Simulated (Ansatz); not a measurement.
```yaml
crystal:
  periodic: [false, false, false]
  atoms:
    - {symbol: V, position_ang: [0.000000, 0.000000, 0.000000]}
    - {symbol: F, position_ang: [0.000000, 0.000000, 1.578690]}
    - {symbol: F, position_ang: [0.000000, 0.000000, -1.578690]}
basis:
  gaussian: {orbitals: def2-TZVP}
magnetization: {spin_polarized: true, initial_magnetization: 1}
hamiltonian: {xc: pbe0}
relax: {f_tol: 0.004, max_steps: 80}
```

```sh
$ ansatz run in.yaml --threads 1 --pin off --events-out ev --progress --plain --max-ram 2176MiB
```

Steps of the relaxation (energy above the last step; positions in Å, forces in eV/Å):

```
3
step 1, 1345.6 meV
V     0.000    0.000    0.000    0.000    0.000    0.000
F     0.000    0.000    1.579    0.000    0.000    8.762
F     0.000    0.000   -1.579    0.000    0.000   -8.762
```

```
3
step 2, 258.0 meV
V     0.000    0.000    0.000    0.000    0.000    0.000
F     0.000    0.000    1.674    0.000    0.000    3.159
F     0.000    0.000   -1.674    0.000    0.000   -3.159
```

```
3
step 3, 18.9 meV
V     0.000    0.000    0.000    0.000    0.000    0.000
F     0.000    0.000    1.737    0.000    0.000    0.753
F     0.000    0.000   -1.737    0.000    0.000   -0.753
```

```
3
step 4, 0.1 meV
V     0.000    0.000    0.000    0.000    0.000    0.000
F     0.000    0.000    1.765    0.000    0.000   -0.053
F     0.000    0.000   -1.765    0.000    0.000    0.053
```

```
3
step 5, 0.0 meV
V     0.000    0.000    0.000    0.000    0.000    0.000
F     0.000    0.000    1.763    0.000    0.000    0.002
F     0.000    0.000   -1.763    0.000    0.000   -0.002
```

Close pairs at the end: V1–F2 1.763 Å, V1–F3 1.763 Å.

A stationary point of unrestricted PBE0 after 5 steps, with ⟨S²⟩ = 1.753 against 0.75 for a pure state; no frequencies were run, so it isn't proven a minimum. 84 s on 1 thread of Arm Neoverse V2, shared host.
